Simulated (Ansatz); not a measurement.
# CHN₂ (sextet): the correlation ladder, cc-pVDZ

One table from this session's results is given with a row withheld; the runs are named, their logs left out.

The runs use Ansatz 0.2.0, Gaussian basis; cc-pVDZ, core rule «outside noble gas», up to 3 orbitals frozen.

The runs, in order: UHF; CCSD(T) on ROHF; CCSD(T) on UHF; BCCD(T) on ROHF; CISD; CCSDT(Q) on ROHF; CCSDT(Q) on UHF.

28 further runs of the same task are left out: 6 for a known fault of the program, 9 that didn't finish, 13 set aside as unsound or not needed.

**The system**

The geometry is a PBE0/def2-TZVP stationary point (not a proven minimum) of the parent state, kept for this charge and spin.

4 atoms, charge 0, spin multiplicity 6.

Atoms are counted from 1 here; the program's logs count them from 0.

Bond lengths: C1–N2 1.321 Å, N2–N3 1.321 Å, N2–H4 1.033 Å. Angles: C1–N2–N3 129.0°, C1–N2–H4 119.2°, N3–N2–H4 111.8°.

The first run:

in.yaml reads:

```yaml
crystal:
  periodic: [false, false, false]
  atoms:
    - {symbol: C, position_ang: [0.000000, -0.252071, 1.248272]}
    - {symbol: N, position_ang: [0.000000, 0.334003, 0.064722]}
    - {symbol: N, position_ang: [0.000000, -0.216110, -1.136065]}
    - {symbol: H, position_ang: [0.000000, 1.365429, 0.013259]}
basis:
  gaussian: {orbitals: cc-pVDZ}
magnetization: {spin_polarized: true, initial_magnetization: 5}
hamiltonian: {xc: hf}
output: {orbitals: {seedname: orbitals}}
```

Launch:

```
$ ansatz run in.yaml --threads 1 --pin off --events-out ev --progress --plain --max-ram 2393MiB
```

Steps of the session up to this table: UHF; CCSD(T) on ROHF; CCSD(T) on UHF; BCCD(T) on ROHF; CISD; CCSDT(Q) on ROHF; CCSDT(Q) on UHF.

One table of the session follows, with a row left open; its other results are not shown here.

```
   method  from UCCSDT(Q) (meV)
     ROHF               +9905.6
      UHF               +9554.2
     RMP2               +1121.4
     UMP2               +1153.6
     CISD               +1016.4
    RCCSD                     ?
    UCCSD                +282.2
 RCCSD(T)                 +43.2
 UCCSD(T)                 +41.7
  BCCD(T)                 +41.7
   RCCSDT                 +21.6
   UCCSDT                 +18.9
RCCSDT(Q)                  +3.2
UCCSDT(Q)                     0
```

**Question.** Estimate the row for RCCSD.

The run gave: from UCCSDT(Q) (meV): +290.7. In the column «from UCCSDT(Q) (meV)» it lies between UCCSD (+282.2) and CISD (+1016.4).

Caveats from the session: Restricted and unrestricted rows rest on different reference determinants; where their highest levels disagree by more than a few hundredths of an eV, they describe different states and don't form one ladder.
